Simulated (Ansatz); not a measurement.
## C2H5N, singlet: the ladder up to RCCSDTQ

Geometry: MP2(full)/6-31G*, from the G2/97 set.

```xyz
8

C    -0.0216   -0.4286    0.7394
N    -0.0216    0.8440    0.0000
C    -0.0216   -0.4286   -0.7394
H     0.9199    1.2370    0.0000
H    -0.9388   -0.6362    1.2800
H    -0.9388   -0.6362   -1.2800
H     0.8863   -0.7396    1.2490
H     0.8863   -0.7396   -1.2490
```

Basis STO-3G; Ansatz 0.2.0. Correlated methods freeze the noble-gas cores, which leaves 18 electrons in 17 orbitals. R marks a restricted (for open shells ROHF) determinant. Active spaces: frontier = (8e, 8o) about the gap.

Full CI isn't at hand for all of this; RCCSDTQ serves as the reference, and is uncertain by about the last step of the cluster series.

- UHF ⟨S²⟩: 0.000
- T1 diagnostic (RCCSD): 0.0049
- largest doubles amplitude (RCCSD): 0.072

```tsv
level	E − E(RCCSDTQ) (meV)	share of correlation (%)	wall time
RHF	5541	0.00	–
RMP2	1321	76.15	–
CISD	484	91.27	0.39 s
RCCSD	66	98.81	–
RCCSD(T)	20	99.64	0.24 s
BCCD(T)	21	99.63	0.27 s
RCCSDT	10	99.82	–
CISDTQ	23	99.58	8.5 s
RCCSDT(Q)	2	99.97	1.3 s
CASSCF (frontier space)	2795	49.55	–
NEVPT2 (frontier space)	799	85.58	3.3 s
MRCISD (frontier space)	132	97.62	–
MRCISD+Q (frontier space)	-6	100.11	4.6 s
```

The correlation energy at RCCSDTQ, counted from RHF, is -5.541 eV. That run took 19 s on 1 thread of AMD EPYC 7R13, shared host.

Times hold each run's SCF and search for its determinant on a shared host, so for small cases they say little of a method's own cost; they ran on 1 thread of AMD EPYC 7R13.

Atomization energy (electronic, same basis, no zero-point term; atoms at the same level, unrestricted beside the R rows where the molecule is a closed shell, with restricted open-shell steps beyond CCSDT(Q)) at RCCSDTQ: 2922.2 kJ/mol. Errors of other levels:

```
    level  error (kJ/mol)
      RHF          -428.4
     RMP2           -73.0
     CISD           -46.7
    RCCSD            -6.4
 RCCSD(T)            -2.0
  BCCD(T)            -2.0
   RCCSDT            -1.0
   CISDTQ            -2.2
RCCSDT(Q)            -0.2
```

This basis is far from its limit, so the value isn't to be set against a measured one. Truncated CI isn't size-consistent, which counts against it in atomization.
